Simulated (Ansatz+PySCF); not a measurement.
Values are calculated unless marked as measured or tabulated.
## Several solutions for singlet C₂H₆ in separate pieces

```
atom    x (Å)    y (Å)    z (Å)
   C   0.0000   0.0000   0.0000
   H   1.0903   0.0000   0.0000
   H  -0.5452   0.9443   0.0000
   H  -0.5452  -0.9443   0.0000
   C  30.0000   0.0000   0.0000
   H  29.8967  -0.9660  -0.4950
   H  30.2784   0.8817  -0.5779
   H  29.8250   0.0843   1.0729
```

Basis set: STO-3G (spherical functions). Charge 0, multiplicity 1.

UHF was run from several starts with Ansatz (development build ahead of 0.2.0) and PySCF 2.14.0.

```json
{"run": "A", "program": "PySCF", "start": "guess atom, instabilities followed", "converged": "yes", "energy (hartree)": "-78.15267", "<S²>": "1.03"}
{"run": "B", "program": "PySCF", "start": "guess huckel, instabilities followed", "converged": "yes", "energy (hartree)": "-78.15267", "<S²>": "1.03"}
{"run": "C", "program": "Ansatz", "start": "atomic start, no search", "converged": "yes", "energy (hartree)": "-78.15267", "<S²>": "1.03"}
{"run": "D", "program": "PySCF", "start": "guess 1e, instabilities followed", "converged": "yes", "energy (hartree)": "-78.15267", "<S²>": "1.03"}
{"run": "E", "program": "Ansatz", "start": "stability test followed", "converged": "yes", "energy (hartree)": "-78.15267", "<S²>": "1.03"}
{"run": "F", "program": "PySCF", "start": "guess minao, instabilities followed", "converged": "yes", "energy (hartree)": "-78.15267", "<S²>": "1.03"}
{"run": "G", "program": "PySCF", "start": "program defaults", "converged": "no", "energy (hartree)": "–", "<S²>": "–"}
{"run": "H", "program": "Ansatz", "start": "search for the lowest state", "converged": "yes", "energy (hartree)": "-78.15267", "<S²>": "1.03"}
```

(1) Which runs reached the lowest solution of this kind, and what is wrong with the others?

Results:

(1) A, B, C, D, E, F, H reached the lowest solution found. Not converged: G. Caution: the unrestricted determinant is a mixture of spin states.
